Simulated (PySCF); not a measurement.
CH₂Cl₂, triplet, at the geometry of the source list (a higher spin typed on purpose: for a closed-shell molecule this is an excited state); MP2/3-21G (PySCF).

Here is a job for PySCF.
```python
from pyscf import gto, scf, mp

mol = gto.Mole()
mol.atom = '''
    Cl   -1.449200    0.862500   -0.041200
    C    -0.002200   -0.155500    0.009000
    Cl    1.473300    0.819800   -0.055700
    H    -0.005700   -0.711500    0.945800
    H    -0.016200   -0.815300   -0.857800
'''
mol.basis = '3-21g'
mol.charge = 0
mol.spin = 2
mol.verbose = 4
mol.build()

mf = scf.UHF(mol)
mf.kernel()

pt = mp.MP2(mf)
pt.kernel()
print('E(MP2) = %.10f' % pt.e_tot)
```

What the program printed (banner, timings and long lists left out):

```
PySCF version 2.14.0

[INPUT] verbose = 4
[INPUT] num. atoms = 5
[INPUT] num. electrons = 42
[INPUT] charge = 0
[INPUT] spin (= nelec alpha-beta = 2S) = 2
[INPUT] symmetry False subgroup None
[INPUT] Mole.unit = angstrom
[INPUT] Symbol           X                Y                Z      unit          X                Y                Z       unit  Magmom
[INPUT]  1 Cl    -1.449200000000   0.862500000000  -0.041200000000 AA   -2.738591099720   1.629888782437  -0.077856716332 Bohr   0.0
[INPUT]  2 C     -0.002200000000  -0.155500000000   0.009000000000 AA   -0.004157397474  -0.293852412370   0.017007535121 Bohr   0.0
[INPUT]  3 Cl     1.473300000000   0.819800000000  -0.055700000000 AA    2.784133499322   1.549197476918  -0.105257745138 Bohr   0.0
[INPUT]  4 H     -0.005700000000  -0.711500000000   0.945800000000 AA   -0.010771438910  -1.344540137628   1.787302968614 Bohr   0.0
[INPUT]  5 H     -0.016200000000  -0.815300000000  -0.857800000000 AA   -0.030613563218  -1.540693709358  -1.621007069652 Bohr   0.0

nuclear repulsion = 134.732516689966
number of shells = 23
number of NR pGTOs = 75
number of NR cGTOs = 39
basis = 3-21g
ecp = {}

******** <class 'pyscf.scf.uhf.UHF'> ********
method = UHF
initial guess = minao
damping factor = 0
level_shift factor = 0
DIIS = <class 'pyscf.scf.diis.CDIIS'>
diis_start_cycle = 1
diis_space = 8
diis_damp = 0
SCF conv_tol = 1e-09
SCF conv_tol_grad = None
SCF max_cycles = 50
direct_scf = True
direct_scf_tol = 1e-13
number electrons alpha = 22  beta = 20
Set gradient conv threshold to 3.16228e-05
init E= -953.064583544779

cycle= 1 E= -953.007580256807  delta_E= 0.057  |g|= 0.308  |ddm|= 5.29
cycle= 2 E= -953.068877437629  delta_E= -0.0613  |g|= 0.197  |ddm|= 1.44
cycle= 3 E= -953.089655382068  delta_E= -0.0208  |g|= 0.0416  |ddm|= 0.33
cycle= 4 E= -953.094484118636  delta_E= -0.00483  |g|= 0.0215  |ddm|= 0.39
cycle= 5 E= -953.09645762553  delta_E= -0.00197  |g|= 0.00873  |ddm|= 0.357
cycle= 6 E= -953.096729192051  delta_E= -0.000272  |g|= 0.00237  |ddm|= 0.146
cycle= 7 E= -953.096742385449  delta_E= -1.32e-05  |g|= 0.00108  |ddm|= 0.0182
cycle= 8 E= -953.096745335775  delta_E= -2.95e-06  |g|= 0.000511  |ddm|= 0.00465
cycle= 9 E= -953.096746697023  delta_E= -1.36e-06  |g|= 0.000509  |ddm|= 0.00352
cycle= 10 E= -953.096745800004  delta_E= 8.97e-07  |g|= 0.000363  |ddm|= 0.00256
cycle= 11 E= -953.096745037779  delta_E= 7.62e-07  |g|= 0.000121  |ddm|= 0.00473
cycle= 12 E= -953.09674500828  delta_E= 2.95e-08  |g|= 4.82e-05  |ddm|= 0.0015
cycle= 13 E= -953.096745008681  delta_E= -4.01e-10  |g|= 1.14e-05  |ddm|= 0.000347
Extra cycle  E= -953.096745008899  delta_E= -2.18e-10  |g|= 6.73e-06  |ddm|= 3.22e-05
converged SCF energy = -953.096745008899  <S^2> = 2.0161658  2S+1 = 3.0107579

******** <class 'pyscf.mp.ump2.UMP2'> ********
nocc = (np.int64(22), np.int64(20)), nmo = (39, 39)
E(UMP2) = -953.302046157661  E_corr = -0.205301148762652
E(SCS-UMP2) = -953.296258715177  E_corr = -0.199513706278375
E_corr(same-spin) = -0.0540550064270849
E_corr(oppo-spin) = -0.151246142335567
E(MP2) = -953.3020461577
```
